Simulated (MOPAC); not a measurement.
MOPAC input (AM1):

```
AM1 1SCF CHARGE=-1 GEO-OK AUX(PRECISION=9) THREADS=1
C3H7O

O     0.18079969 1    1.35809733 1   -0.27389077 1
C     0.01481803 1    0.05795521 1    0.48622585 1
H     0.27730306 1    1.99334323 1    0.43466644 1
C    -1.30430824 1   -0.50114073 1   -0.00064997 1
C     1.12259101 1   -0.83120874 1   -0.03526909 1
H    -1.34571266 1   -0.63816707 1   -1.11781867 1
H     1.09460006 1   -0.97005936 1   -1.15262913 1
H    -2.14719011 1    0.14726524 1    0.26486815 1
H     2.11509679 1   -0.43242283 1    0.20406769 1
H    -1.49493930 1   -1.48572808 1    0.44625857 1
H     1.05583988 1   -1.83264425 1    0.40987234 1
```

Problem. What heat of formation does the run end on, and which ionisation energy by Koopmans theorem?

Solution. -24.61 kcal/mol; 1.06 eV.
